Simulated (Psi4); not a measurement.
**BH3O (SMILES BO) at 5 levels**

Wanted: a comparison of 5 runs (HF/def2-SVP, B3LYP/6-31G*, OREMP2/6-31+G*, MP2-F12/aug-cc-pVDZ, CCSD(T)/6-311G**) of BH3O. 

Program for the calculation: Psi4 1.11.

4 further runs of the same task are left out: 4 set aside as unsound or not needed.

### Step 1. The system as given

BH3O has 5 atoms, charge 0, and is taken as a singlet. As SMILES, `BO`. The coordinates come from a PBE0-D4/def2-TZVP relaxation.

Bond lengths: B1–O2 1.348 Å, B1–H3 1.196 Å, B1–H4 1.202 Å, O2–H5 0.961 Å. Angles: B1–O2–H5 113.5°, O2–B1–H3 116.8°, O2–B1–H4 120.7°, H3–B1–H4 122.5°.

### Step 2. Energy and forces at HF/def2-SVP (run 1)

calc.py reads:

```python
import psi4

psi4.set_memory(1600000000)
psi4.set_num_threads(1)
psi4.core.set_output_file('psi4.out', False)

geom = psi4.geometry("""
0 1
B     -0.226600    -0.352800     0.074700
O      0.413500     0.801800     0.345900
H     -0.820300    -0.865500     0.977800
H     -0.190600    -0.828900    -1.028100
H      0.874000     1.171800    -0.411700
symmetry c1
""")

psi4.set_options(dict(puream=True, e_convergence=1e-09, d_convergence=1e-08, scf_type='pk'))

result, w = psi4.gradient('scf/def2-SVP', return_wfn=True)
psi4.oeprop(w, 'MAYER_INDICES', 'QUADRUPOLE', 'LOWDIN_CHARGES', title='SCF')
print('gradient / Eh bohr^-1')
print(result.np.round(6))
print(f'energy = {w.energy():.10f} Eh')
for k, v in sorted(psi4.core.scalar_variables().items()):
    print(f'{k:45s} {v:18.10f}')
```

Command:

```bash
$ python calc.py
```

psi4.out:

```text
[...]
  Running in c1 symmetry.
[...]
  Nuclear repulsion =   30.404687954616726
[...]
  Multiplicity = 1
[...]
  Nalpha       = 8
  Nbeta        = 8
[...]
    Number of basis functions: 43
[...]
   @RHF iter   1:  -101.19439398896071   -7.69083e-01   8.37730e-03 DIIS/ADIIS
[...]
   @RHF iter  11:  -101.24980952979924   -2.98428e-13   2.37717e-09 DIIS
[...]
    Orbital Energies [Eh]
    ---------------------
    Doubly Occupied:
       1A    -20.577630     2A     -7.631030     3A     -1.357563
       4A     -0.769668     5A     -0.646662     6A     -0.576510
       7A     -0.544658     8A     -0.461455
[...]
  @RHF Final Energy:  -101.24980952979924
   => Energetics <=
    Nuclear Repulsion Energy =             30.4046879546167261
    One-Electron Energy =                -198.1786427438892986
    Two-Electron Energy =                  66.5241452594733431
    Total Energy =                       -101.2498095297992364
[...]
  -Total Gradient:
     Atom            X                  Y                   Z
    ------   -----------------  -----------------  -----------------
       1       -0.003396487148    -0.007313102199    -0.003998845283
       2       -0.006216031443    -0.001117780845     0.018285810179
       3        0.001025347646     0.001666871819     0.000089057358
       4        0.000285439644     0.000865264420     0.000884992585
       5        0.008301731301     0.005898746804    -0.015261014838
[...]
 Multipole Moments:
 ------------------------------------------------------------------------------------
     Multipole            Electronic (a.u.)      Nuclear  (a.u.)        Total (a.u.)
 ------------------------------------------------------------------------------------
 L = 1.  Multiply by 2.5417464519 to convert [e a0] to [Debye]
 Dipole X            :          0.4315614           -0.1573340            0.2742275
 Dipole Y            :          0.8280815           -0.6718001            0.1562815
 Dipole Z            :          0.2841722           -0.8681921           -0.5840198
 Magnitude           :                                                    0.6638552
 L = 2.  Multiply by 1.3450342976 to convert [e a0^2] to [Debye ang]
 Quadrupole XX       :        -19.1283438           10.1365024           -8.9918414
 Quadrupole XY       :        -15.7337087           15.7849406            0.0512319
[...]
```

The script printed:

```text
gradient / Eh bohr^-1
[[-3.3960e-03 -7.3130e-03 -3.9990e-03]
 [-6.2160e-03 -1.1180e-03  1.8286e-02]
 [ 1.0250e-03  1.6670e-03  8.9000e-05]
 [ 2.8500e-04  8.6500e-04  8.8500e-04]
 [ 8.3020e-03  5.8990e-03 -1.5261e-02]]
energy = -101.2498095298 Eh
CURRENT ENERGY                                   -101.2498095298
CURRENT REFERENCE ENERGY                         -101.2498095298
DD SOLVATION ENERGY                                 0.0000000000
HF KINETIC ENERGY                                 100.9155166580
HF POTENTIAL ENERGY                              -202.1653261878
HF TOTAL ENERGY                                  -101.2498095298
HF VIRIAL RATIO                                     2.0033126013
NUCLEAR REPULSION ENERGY                           30.4046879546
ONE-ELECTRON ENERGY                              -198.1786427439
PCM POLARIZATION ENERGY                             0.0000000000
PE ENERGY                                           0.0000000000
SCF ITERATION ENERGY                             -101.2498095298
SCF ITERATIONS                                     11.0000000000
SCF TOTAL ENERGY                                 -101.2498095298
TWO-ELECTRON ENERGY                                66.5241452595
```

Run time: 2.4 s. Hardware: 1 thread of Intel Xeon Platinum 8259CL at 2.50GHz (Skylake/Cascade Lake), shared host; peak memory 0.2 GiB.

### Step 3. Energy and forces at B3LYP/6-31G(d) (spherical functions) (run 2)

job.in reads:

```
memory 1.6 GB

molecule {
  0 1
  B
  O 1 r2
  H 1 r3 2 a3
  H 1 r4 3 a4 2 d4
  H 2 r5 1 a5 3 d5

  r2 = 1.347731
  r3 = 1.196215
  a3 = 116.80701
  r4 = 1.201722
  a4 = 122.5396
  d4 = 179.98489
  r5 = 0.960686
  a5 = 113.511
  d5 = 179.99798
  symmetry c1
  no_reorient
  no_com
}

set {
  basis 6-31G*
  puream true
  e_convergence 1e-09
  d_convergence 1e-08
  scf_type pk
  dft_radial_points 99
  dft_spherical_points 590
}

e, wfn = gradient("b3lyp", return_wfn=True)
oeprop(wfn, "DIPOLE", "MULLIKEN_CHARGES", "QUADRUPOLE")
print_variables()
```

Command:

```bash
$ psi4 -n 1 job.in job.out
```

job.out (excerpt; [...] marks lines left out):

```text
[...]
  Running in c1 symmetry.
[...]
  Nuclear repulsion =   30.404687369116104
[...]
  Multiplicity = 1
[...]
  Nalpha       = 8
  Nbeta        = 8
[...]
    Number of basis functions: 34
[...]
   @RKS iter   1:  -101.77464075820311   -3.86993e-01   1.65522e-02 DIIS/ADIIS
[...]
   @RKS iter   9:  -101.90469642712495   -1.49214e-12   9.31907e-09 DIIS
[...]
  @RKS Final Energy:  -101.90469642712495
   => Energetics <=
    Nuclear Repulsion Energy =             30.4046873691161039
    One-Electron Energy =                -198.4306502328069541
    Two-Electron Energy =                  77.2837001221100621
    DFT Exchange-Correlation Energy =     -11.1624336855441797
    Empirical Dispersion Energy =           0.0000000000000000
    VV10 Nonlocal Energy =                  0.0000000000000000
    Total Energy =                       -101.9046964271249465
[...]
  -Total Gradient:
     Atom            X                  Y                   Z
    ------   -----------------  -----------------  -----------------
       1        0.000023137909     0.001231547080     0.004900024427
       2       -0.000009705362    -0.008736167879    -0.002454796569
       3       -0.000006854198     0.000351160369    -0.000592604699
       4       -0.000008834490    -0.000213980234     0.000518198486
       5        0.000002255172     0.007365871856    -0.002370451888
[...]
 Multipole Moments:
 ------------------------------------------------------------------------------------
     Multipole            Electronic (a.u.)      Nuclear  (a.u.)        Total (a.u.)
 ------------------------------------------------------------------------------------
 L = 1.  Multiply by 2.5417464519 to convert [e a0] to [Debye]
 Dipole X            :          0.0003156           -0.0002609            0.0000547
 Dipole Y            :          0.1251699           -0.7411266           -0.6159567
 Dipole Z            :          1.0965826           -0.8249597            0.2716228
 Magnitude           :                                                    0.6731877
 L = 2.  Multiply by 1.3450342976 to convert [e a0^2] to [Debye ang]
 Quadrupole XX       :         -9.2209476            0.0000002           -9.2209473
 Quadrupole XY       :         -0.0011671            0.0010397           -0.0001274
[...]
  Mulliken Charges: (a.u.)
   Center  Symbol    Alpha    Beta     Spin     Total
[...]
```

It took 8.1 s on 1 thread of Intel Xeon Platinum 8259CL at 2.50GHz (Skylake/Cascade Lake), shared host; peak memory 0.49 GiB.

Runs 3 to 4 aren't shown in full; the table further down has their settings and results.

### Step 4. The energy at CCSD(T)/6-311G(d,p) (run 5)

bh3o.json reads:

```json
{
 "schema_name": "qcschema_input",
 "schema_version": 1,
 "molecule": {
  "schema_name": "qcschema_molecule",
  "schema_version": 2,
  "symbols": ["B", "O", "H", "H", "H"],
  "geometry": [-0.42821194, -0.66669538, 0.14116254, 0.78140175, 1.51518241, 0.65365627, -1.55014234, -1.63555796, 1.8477742, -0.3601818, -1.56639398, -1.94282743, 1.65162063, 2.21438107, -0.77800025],
  "molecular_charge": 0,
  "molecular_multiplicity": 1,
  "fix_symmetry": "c1"
 },
 "driver": "energy",
 "model": {
  "method": "ccsd(t)",
  "basis": "6-311G**"
 },
 "keywords": {
  "puream": true,
  "e_convergence": 1e-09,
  "d_convergence": 1e-08,
  "scf_type": "pk",
  "num_frozen_docc": 2
 }
}
```

Command:

```bash
$ psi4 --qcschema bh3o.json -n 1 --memory 1600MB
```

stdout:

```text
[...]
  Running in c1 symmetry.
[...]
  Nuclear repulsion =   30.404687933932063
[...]
  Multiplicity = 1
[...]
  Nalpha       = 8
  Nbeta        = 8
[...]
    Number of basis functions: 54
[...]
   @RHF iter   1:  -101.29565107683200   -8.00677e-01   7.14115e-03 DIIS/ADIIS
[...]
   @RHF iter  11:  -101.35491947839597   -5.54223e-13   2.61099e-09 DIIS
[...]
    Orbital Energies [Eh]
    ---------------------
    Doubly Occupied:
       1A    -20.577749     2A     -7.624007     3A     -1.376082
       4A     -0.771107     5A     -0.649555     6A     -0.576101
       7A     -0.542627     8A     -0.461778
[...]
  @RHF Final Energy:  -101.35491947839597
   => Energetics <=
    Nuclear Repulsion Energy =             30.4046879339320633
    One-Electron Energy =                -198.3612011559354755
    Two-Electron Energy =                  66.6015937436074523
    Total Energy =                       -101.3549194783959706
[...]
 Multipole Moments:
 ------------------------------------------------------------------------------------
     Multipole            Electronic (a.u.)      Nuclear  (a.u.)        Total (a.u.)
 ------------------------------------------------------------------------------------
 L = 1.  Multiply by 2.5417464519 to convert [e a0] to [Debye]
 Dipole X            :          0.4155037           -0.1573340            0.2581697
 Dipole Y            :          0.8064486           -0.6718001            0.1346485
 Dipole Z            :          0.2925583           -0.8681921           -0.5756337
 Magnitude           :                                                    0.6450861
[...]
      * MP2 total energy                      = -101.653619511090739
[...]
      * CCSD total energy                     = -101.672630115183694
[...]
      * CCSD(T) total energy                  = -101.681321757399914
[...]
```

The result, in JSON:

```text
{
 "driver": "energy",
 "model": {
  "method": "ccsd(t)",
  "basis": "6-311G**"
 },
 "success": true,
 "return_result": -101.68132175739991,
 "properties": {
  "calcinfo_nbasis": 54,
  "calcinfo_nmo": 54,
  "calcinfo_nalpha": 8,
  "calcinfo_nbeta": 8,
  "calcinfo_natom": 5,
  "nuclear_repulsion_energy": 30.404687933932063,
  "return_energy": -101.68132175739991,
  "scf_one_electron_energy": -198.36120115593548,
  "scf_two_electron_energy": 66.60159374360745,
  "scf_dipole_moment": [0.25816968281620123, 0.13464851306846304, -0.5756337441812092],
  "scf_total_energy": -101.35491947839597,
  "scf_iterations": 11,
  "mp2_same_spin_correlation_energy": -0.06932831329181949,
  "mp2_opposite_spin_correlation_energy": -0.22937171940284157,
  "mp2_singles_energy": -1.5596353675804823e-28,
  "mp2_doubles_energy": -0.29870003269466106,
  "mp2_correlation_energy": -0.29870003269466106,
  "mp2_total_energy": -101.65361951109074,
  "ccsd_same_spin_correlation_energy": -0.06243030702101221,
  "ccsd_opposite_spin_correlation_energy": -0.25528032976660014,
  "ccsd_singles_energy": 0.0,
  "ccsd_doubles_energy": -0.31771063678761235,
  "ccsd_correlation_energy": -0.3177106367876124,
  "ccsd_total_energy": -101.6726301151837,
  "ccsd_iterations": 15,
  "ccsd_prt_pr_correlation_energy": -0.3264022790038282,
  "ccsd_prt_pr_total_energy": -101.68132175739991
 }
}
```

Run time: 7.5 s. Hardware: 1 thread of Intel Xeon Platinum 8259CL at 2.50GHz (Skylake/Cascade Lake), shared host; peak memory 0.26 GiB.

### Step 5. Overview of the runs

```tsv
run	level	integration grid	Cartesian functions	energy (Eh)	HOMO energy (eV)	LUMO energy (eV)	HOMO–LUMO gap (eV)	wall time
1	HF/def2-SVP	–	no	-101.249810	-12.56	3.47	16.03	2.4 s
2	B3LYP/6-31G* (spherical functions)	99 radial × 590 angular	no	-101.904696	-8.42	-0.05	8.37	8.1 s
3	OREMP2/6-31+G* (Cartesian functions)	–	yes	-101.611178	-12.66	1.60	14.25	6.9 s
4	MP2-F12/aug-cc-pVDZ (sfX2C, density fitting, density fitting for correlation)	–	no	-101.858300	-12.60	0.97	13.57	11 s
5	CCSD(T)/6-311G**	–	no	-101.681322	-12.57	3.45	16.02	7.5 s
```

### Step 6. Outcome

| quantity | value |
| --- | --- |
| run 5: total energy | -101.68132 Eh |
| run 5: HOMO energy (Hartree–Fock orbitals) | -12.57 eV |
| run 5: LUMO energy (Hartree–Fock orbitals) | 3.45 eV |
| run 5: HOMO–LUMO gap (Hartree–Fock orbitals) | 16.02 eV |
| run 5: correlation energy (2 core orbitals frozen) | -326.4 mEh |
| run 5: (T) correction | -8.69 mEh |
| run 5: T1 diagnostic | 0.015 |

All runs together took 36 s, the longest 11 s.
